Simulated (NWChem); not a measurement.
# C3H7F (2-fluoropropane): levels of theory compared

We compute a comparison of 6 runs (HF/def2-SVP, TPSS/6-31+G*, r2SCAN/def2-SVPD, PBE0/def2-SVP, wB97X/def2-SVP, wB97X/6-311G**) of C3H7F (2-fluoropropane). 

Program for the calculation: NWChem 7.3.0.

## Step 1: The molecule

C3H7F: 11 atoms, total charge 0, spin state singlet. SMILES: `CC(C)F`. The coordinates come from a PBE0-D4/def2-TZVP relaxation.

Bond lengths: C1–C2 1.508 Å, C2–C3 1.508 Å, C2–F4 1.396 Å, C1–H5 1.091 Å, C1–H6 1.092 Å, C1–H7 1.092 Å, C2–H8 1.096 Å, C3–H9 1.092 Å, C3–H10 1.091 Å, C3–H11 1.092 Å. Some angles: C1–C2–C3 113.9°, C1–C2–F4 108.3°, C3–C2–F4 108.3°, C1–C2–H8 110.1°, C3–C2–H8 110.1°, F4–C2–H8 105.9°, C2–C1–H5 110.6°, C2–C1–H6 110.3°, C2–C1–H7 110.4°, C2–C3–H9 110.4°.

## Step 2: Energy and forces at HF/def2-SVP (run 1)

run.py reads:

```python
from ase import Atoms
from ase.calculators.nwchem import NWChem

atoms = Atoms(['C', 'C', 'C', 'F', 'H', 'H', 'H', 'H', 'H', 'H', 'H'], positions=[
    [-0.234500, 1.045100, -0.703000],
    [-0.479600, -0.306600, -0.081300],
    [0.626400, -0.766200, 0.834700],
    [-0.614100, -1.242400, -1.108400],
    [-1.041900, 1.303400, -1.390000],
    [-0.180600, 1.814100, 0.071000],
    [0.707700, 1.043900, -1.256000],
    [-1.436600, -0.307200, 0.453700],
    [1.578500, -0.788700, 0.299400],
    [0.417300, -1.766700, 1.216600],
    [0.722800, -0.085600, 1.683800],
])

calc = NWChem(
    label='sp',
    theory='scf',
    memory='2200 mb',
    basis='def2-SVP',
    basispar='spherical bse',
    scf={'nopen': '0', 'rhf': None, 'thresh': '1e-08', 'maxiter': '80'},
)
atoms.calc = calc

forces = atoms.get_forces()
print("Total energy (eV):", round(atoms.get_potential_energy(), 6))
print("forces (eV/A):")
for s, f in zip(atoms.symbols, forces):
    print(f"{s:2s} {f[0]:10.5f} {f[1]:10.5f} {f[2]:10.5f}")
print("dipole (e A):", atoms.get_dipole_moment().round(4))
```

Started as:

```console
$ export ASE_NWCHEM_COMMAND="nwchem PREFIX.nwi > PREFIX.nwo"
$ python run.py
```

Output:

```text
Total energy (eV): -5903.714956
forces (eV/A):
C     0.00982    0.13262   -0.08212
C    -0.33517   -0.51777   -0.42583
C     0.10845   -0.06993    0.09163
F     0.10382    0.52708    0.56369
H     0.04026   -0.01723    0.01224
H    -0.00432   -0.02473   -0.03589
H    -0.06068    0.01399   -0.00175
H     0.16116   -0.00895   -0.10032
H    -0.03893   -0.03137    0.03661
H     0.01712    0.03096   -0.02772
H    -0.00154   -0.03461   -0.03049
dipole (e A): [0.0675 0.3066 0.3234]
```

The calculator wrote sp.nwi:

```
title "sp"

permanent_dir sp

scratch_dir sp

start sp

geometry units angstrom nocenter noautosym noautoz
  C  -2.3449999999999999e-01 1.0450999999999999e+00 -7.0299999999999996e-01
  C  -4.7960000000000003e-01 -3.0659999999999998e-01 -8.1299999999999997e-02
  C  6.2639999999999996e-01 -7.6619999999999999e-01 8.3470000000000000e-01
  F  -6.1409999999999998e-01 -1.2423999999999999e+00 -1.1084000000000001e+00
  H  -1.0419000000000000e+00 1.3033999999999999e+00 -1.3899999999999999e+00
  H  -1.8060000000000001e-01 1.8141000000000000e+00 7.0999999999999994e-02
  H  7.0770000000000000e-01 1.0439000000000001e+00 -1.2560000000000000e+00
  H  -1.4366000000000001e+00 -3.0719999999999997e-01 4.5369999999999999e-01
  H  1.5785000000000000e+00 -7.8869999999999996e-01 2.9940000000000000e-01
  H  4.1730000000000000e-01 -1.7666999999999999e+00 1.2165999999999999e+00
  H  7.2280000000000000e-01 -8.5599999999999996e-02 1.6838000000000000e+00
end

memory 2200 mb

basis spherical bse noprint
   * library def2-SVP
end

scf
  nopen 0
  rhf
  thresh 1e-08
  maxiter 80
end

task scf gradient
```

sp.nwo, shortened:

```text
[...]
      One-electron energy =   -560.816879839574
[... 1 line left out ...]
 Nuclear repulsion energy =    133.058608852424
[... 35 lines left out ...]
                       ROHF Final Molecular Orbital Analysis
[... 209 lines left out ...]
     1   1 0 0      0.127463      0.000000     -9.988903
[...]
  wavefunction    =   RHF
                         RHF ENERGY GRADIENTS
    atom               coordinates                        gradient
                 x          y          z           x          y          z
   1 C      -0.443141   1.974953  -1.328477   -0.000191  -0.002579   0.001597
   2 C      -0.906313  -0.579390  -0.153635    0.006518   0.010069   0.008281
   3 C       1.183724  -1.447908   1.577354   -0.002109   0.001360  -0.001782
[... 7 lines of this table left out ...]
  11 H       1.365894  -0.161761   3.181921    0.000030   0.000673   0.000593
[...]
```

Run time: 12 s. Hardware: 1 thread of Intel Xeon Platinum 8488C (Sapphire Rapids), shared host; peak memory 0.096 GiB.

## Step 3: Energy and gradient at TPSS/6-31+G(d) (spherical functions) (run 2)

c3h7f.nw reads:

```
echo
start c3h7f
title "C3H7F gradient"
memory total 2200 mb

geometry units angstrom noautosym nocenter noautoz
  C     -0.234500     1.045100    -0.703000
  C     -0.479600    -0.306600    -0.081300
  C      0.626400    -0.766200     0.834700
  F     -0.614100    -1.242400    -1.108400
  H     -1.041900     1.303400    -1.390000
  H     -0.180600     1.814100     0.071000
  H      0.707700     1.043900    -1.256000
  H     -1.436600    -0.307200     0.453700
  H      1.578500    -0.788700     0.299400
  H      0.417300    -1.766700     1.216600
  H      0.722800    -0.085600     1.683800
end

basis spherical bse
  * library 6-31+G*
end

dft
  xc xtpss03 ctpss03
  grid xfine
  convergence energy 1e-08
  iterations 100
  mulliken
  print low
end

task dft gradient
```

Started as:

```console
$ nwchem c3h7f.nw > c3h7f.out
```

Output:

```text
[...]
 d= 0,ls=0.0,diis     1   -218.3476625805 -3.51D+02  1.55D-02  5.24D-01     8.4
[...]
 d= 0,ls=0.0,diis    10   -218.4145228853 -7.36D-10  2.08D-07  4.23D-10    65.2
         Total DFT energy =     -218.414522885269
      One electron energy =     -561.198146304710
           Coulomb energy =      239.138603576026
    Exchange-Corr. energy =      -29.413589009009
 Nuclear repulsion energy =      133.058608852424
[...]
      Total Density - Mulliken Population Analysis
     ---------------------------------------------
    Atom       Charge   Shell Charges
 -----------   ------   -------------------------------------------------------
    1 C    6     6.67   2.00  0.67  2.13  0.70  1.01  0.09  0.04  0.03
    2 C    6     5.84   2.00  0.68  1.99  0.50  0.59 -0.01  0.01  0.08
    3 C    6     6.67   2.00  0.67  2.13  0.70  1.01  0.09  0.04  0.03
    4 F    9     9.27   2.00  0.94  3.30  1.05  1.90 -0.05  0.13  0.01
    5 H    1     0.78   0.54  0.25
    6 H    1     0.80   0.54  0.26
    7 H    1     0.79   0.54  0.25
    8 H    1     0.82   0.55  0.27
    9 H    1     0.79   0.54  0.25
   10 H    1     0.78   0.54  0.25
[...]
                         DFT ENERGY GRADIENTS
    atom               coordinates                        gradient
                 x          y          z           x          y          z
   1 C      -0.443141   1.974953  -1.328477   -0.000900  -0.005229   0.003092
   2 C      -0.906313  -0.579390  -0.153635    0.004420  -0.008865  -0.012862
   3 C       1.183724  -1.447908   1.577354   -0.004560   0.002390  -0.003410
   4 F      -1.160481  -2.347796  -2.094572    0.002546   0.014678   0.015851
   5 H      -1.968906   2.463069  -2.626719    0.002972  -0.001356   0.002813
   6 H      -0.341285   3.428152   0.134171   -0.000209  -0.003323  -0.002985
   7 H       1.337359   1.972685  -2.373496   -0.003451  -0.000458   0.002285
   8 H      -2.714780  -0.580524   0.857369    0.003077   0.000487  -0.001156
   9 H       2.982932  -1.490427   0.565784   -0.003824   0.000318   0.001630
  10 H       0.788583  -3.338579   2.299041    0.000460   0.003939  -0.001700
  11 H       1.365894  -0.161761   3.181921   -0.000530  -0.002580  -0.003559
[...]
```

Wall time 81 s (1 thread of Intel Xeon Platinum 8488C (Sapphire Rapids), shared host); peak memory 0.15 GiB.

Runs 3 to 5 aren't shown in full; the table further down has their settings and results.

## Step 4: Energy and forces at wB97X/6-311G(d,p) (run 6)

c3h7f.nw reads:

```
start c3h7f
memory 2200 mb

geometry units angstrom noautosym nocenter noautoz
 C       -0.234500       1.045100      -0.703000
 C       -0.479600      -0.306600      -0.081300
 C        0.626400      -0.766200       0.834700
 F       -0.614100      -1.242400      -1.108400
 H       -1.041900       1.303400      -1.390000
 H       -0.180600       1.814100       0.071000
 H        0.707700       1.043900      -1.256000
 H       -1.436600      -0.307200       0.453700
 H        1.578500      -0.788700       0.299400
 H        0.417300      -1.766700       1.216600
 H        0.722800      -0.085600       1.683800
end

basis spherical bse
 C library 6-311G**
 F library 6-311G**
 H library 6-311G**
end

dft
 xc wb97x
 grid fine
 convergence energy 1e-08
 maxiter 100
 mulliken
end

task dft gradient
```

Started as:

```console
$ nwchem c3h7f.nw > c3h7f.out
```

Output, shortened:

```text
[...]
          Wavefunction type:  closed shell.
          No. of atoms     :    11
          No. of electrons :    34
[...]
          Charge           :     0
          Spin multiplicity:     1
[...]
          AO basis - number of functions:   114
[...]
              XC Information
              --------------
                       wb97x  Method XC Functional
                     Hartree-Fock (Exact) Exchange  1.000
                         wb97x Exchange Functional  1.000
                      wb97x Correlation Functional  1.000
[...]
 d= 0,ls=0.0,diis     1   -218.3245041271 -3.51D+02  5.14D-03  7.32D-01    10.5
[...]
 d= 0,ls=0.0,diis     8   -218.3876168929 -6.85D-09  6.74D-07  1.20D-08    91.4
         Total DFT energy =     -218.387616892866
      One electron energy =     -561.522031321220
           Coulomb energy =      239.445262663488
    Exchange-Corr. energy =      -29.369457087559
 Nuclear repulsion energy =      133.058608852424
[...]
      Total Density - Mulliken Population Analysis
     ---------------------------------------------
[...]
  wavefunction    = closed shell
[...]
                         DFT ENERGY GRADIENTS
    atom               coordinates                        gradient
                 x          y          z           x          y          z
   1 C      -0.443141   1.974953  -1.328477   -0.000284  -0.002234   0.000747
   2 C      -0.906313  -0.579390  -0.153635    0.002960  -0.001128  -0.002926
   3 C       1.183724  -1.447908   1.577354   -0.001654   0.000564  -0.001663
   4 F      -1.160481  -2.347796  -2.094572   -0.000072   0.003180   0.003771
   5 H      -1.968906   2.463069  -2.626719    0.000317   0.000057   0.000506
   6 H      -0.341285   3.428152   0.134171   -0.000099  -0.000808  -0.000524
   7 H       1.337359   1.972685  -2.373496   -0.000553   0.000189   0.000530
   8 H      -2.714780  -0.580524   0.857369    0.000111  -0.000147  -0.000242
   9 H       2.982932  -1.490427   0.565784   -0.000555   0.000184   0.000537
  10 H       0.788583  -3.338579   2.299041    0.000067   0.000592   0.000035
  11 H       1.365894  -0.161761   3.181921   -0.000237  -0.000449  -0.000772
[...]
```

Wall time 2.5 min (1 thread of Intel Xeon Platinum 8488C (Sapphire Rapids), shared host); peak memory 0.11 GiB.

## Step 5: All runs side by side

| run | level | iteration cap | module | energy (Eh) | dipole moment (D) | HOMO energy (eV) | LUMO energy (eV) | wall time |
| --- | --- | --- | --- | --- | --- | --- | --- | --- |
| 1 | HF/def2-SVP | 80 | scf | -216.957525 | 2.16 | -13.14 | 4.70 | 12 s |
| 2 | TPSS/6-31+G* (spherical functions) | 100 | dft | -218.414523 | – | – | – | 81 s |
| 3 | r2SCAN/def2-SVPD | 100 | dft | -218.107928 | – | – | – | 68 s |
| 4 | PBE0/def2-SVP | 100 | dft | -217.972943 | 1.84 | -9.02 | 1.88 | 22 s |
| 5 | wB97X/def2-SVP | 100 | dft | -218.162290 | 1.86 | -11.52 | 4.00 | 64 s |
| 6 | wB97X/6-311G** | 100 | dft | -218.387617 | 1.88 | -11.59 | 3.48 | 2.5 min |

## Step 6: Summary of results

| quantity | value |
| --- | --- |
| run 6: total energy | -218.38762 Eh |
| run 6: dipole moment | 1.88 D |
| run 6: HOMO energy | -11.59 eV |
| run 6: LUMO energy | 3.48 eV |
| run 6: HOMO–LUMO gap | 15.06 eV |
| run 6: largest force on an atom | 0.254 eV/Å |

Over runs 1, 4, 5, 6 the dipole moment (its size) runs from 1.84 D (PBE0/def2-SVP) to 2.16 D (HF/def2-SVP). Over runs 1, 4, 5, 6 the HOMO–LUMO gap runs from 10.90 eV (PBE0/def2-SVP) to 17.84 eV (HF/def2-SVP). Exact exchange widens orbital gaps. Totals of different functionals can't be ranked against each other. All runs together took 6.6 min, the longest 2.5 min.
